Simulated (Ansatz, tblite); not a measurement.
# WO3: rung by rung

The task here is to estimate one member of a computed series from the others.

Program: Ansatz 0.2.0, Gaussian basis. Level of theory: as each input shows. These are calculated values, not measurements.

The runs, in order: GFN1-xTB, GFN2-xTB, PBE-D4/def2-TZVP, r2SCAN-D4/def2-TZVP, LDA/def2-TZVP, B2PLYP/def2-TZVP, BHLYP-D4/def2-TZVP, LC-ωPBE/def2-TZVP, CAM-B3LYP-D4/def2-TZVP, revPBE-D4/def2-TZVP, B97M-V/def2-TZVP, PBE-D4/def2-SVP, PBE0-D4/def2-SVP, PBE0-D4/def2-TZVPD, PBE-D4/def2-TZVPD, r2SCAN-D4/def2-TZVPD, CCSD(T)/def2-TZVPP, MP2/def2-TZVP, RPA/def2-TZVP.

## The geometry

The geometry is that of the singlet, from an earlier relaxation (PBE-D4/def2-TZVP).

4 atoms, charge 0, spin multiplicity 1.

Bond lengths: W1–O2 1.737 Å, W1–O3 1.737 Å, W1–O4 1.737 Å. Angles: O2–W1–O3 106.2°, O2–W1–O4 106.2°, O3–W1–O4 106.2°.

Geometry (Å):

```xyz
4
charge 0, multiplicity 1
W    -0.0040    0.0036    0.5004
O     1.6045   -0.0276   -0.1539
O    -0.7774    1.4004   -0.1831
O    -0.8232   -1.3764   -0.1634
```

Formally the metal is d0. W takes a core potential in the def2 sets. No spin-orbit coupling is included.

PBE0-D4/def2-TZVP was run before; its log isn't repeated, and its numbers join the tables.

Set-up of the first run:

Tight binding, by tblite at 300 K electronic temperature and without a spin-polarisation term:

```python
tblite.interface.Calculator('GFN1-xTB', numbers, positions, charge=0, uhf=0).singlepoint()
```

Tight binding, by tblite at 300 K electronic temperature and without a spin-polarisation term:

```python
tblite.interface.Calculator('GFN2-xTB', numbers, positions, charge=0, uhf=0).singlepoint()
```

start.molden holds the orbitals of an earlier run on this state, given as this run's starting guess.

in.yaml reads:

```yaml
crystal:
  periodic: [false, false, false]
  atoms:
    - {symbol: W, position_ang: [-0.003970, 0.003621, 0.500421]}
    - {symbol: O, position_ang: [1.604508, -0.027564, -0.153909]}
    - {symbol: O, position_ang: [-0.777362, 1.400385, -0.183120]}
    - {symbol: O, position_ang: [-0.823177, -1.376432, -0.163401]}
basis:
  gaussian: {orbitals: def2-TZVP, initial_orbitals: start.molden}
hamiltonian: {xc: pbe, dispersion: d4}
scf: {omitted_lower_state_checks: [starts]}
output: {orbitals: {seedname: orbitals}}
```

Run with:

```
ansatz run in.yaml --threads 4 --pin off --events-out ev --progress --plain --max-ram 3916MiB
```

Steps of the session up to this table: PBE-D4/def2-TZVP; r2SCAN-D4/def2-TZVP; LDA/def2-TZVP; B2PLYP/def2-TZVP; BHLYP-D4/def2-TZVP; LC-ωPBE/def2-TZVP; CAM-B3LYP-D4/def2-TZVP; revPBE-D4/def2-TZVP; B97M-V/def2-TZVP; PBE-D4/def2-SVP; PBE0-D4/def2-SVP; PBE0-D4/def2-TZVPD; PBE-D4/def2-TZVPD; r2SCAN-D4/def2-TZVPD; CCSD(T)/def2-TZVPP; MP2/def2-TZVP; RPA/def2-TZVP.

One of the session's tables, all rows but one given; the rest of the session is left out.

It belongs to the step «Binding energy». 

| level | binding an atom (eV) |
| --- | --- |
| HF/def2-TZVP | 2.073 |
| HF/def2-TZVPP | 2.133 |
| LDA/def2-TZVP | 6.406 |
| B97M-V/def2-TZVP | 5.109 |
| BHLYP-D4/def2-TZVP | 4.262 |
| CAM-B3LYP-D4/def2-TZVP | 4.953 |
| B2PLYP/def2-TZVP | 5.197 |
| MP2/def2-TZVP | 5.644 |
| CCSD/def2-TZVPP | 4.607 |
| CCSD(T)/def2-TZVPP | ? |

Q: Estimate the row for CCSD(T)/def2-TZVPP from the others.

**Answer.** binding an atom (eV): 4.999. In the column «binding an atom (eV)» it lies between CAM-B3LYP-D4/def2-TZVP (4.953) and B97M-V/def2-TZVP (5.109).

Caveats from the session: Free atoms were run apart at each level; binding is atoms less cluster, divided by the number of atoms, without zero-point or spin-orbit terms.
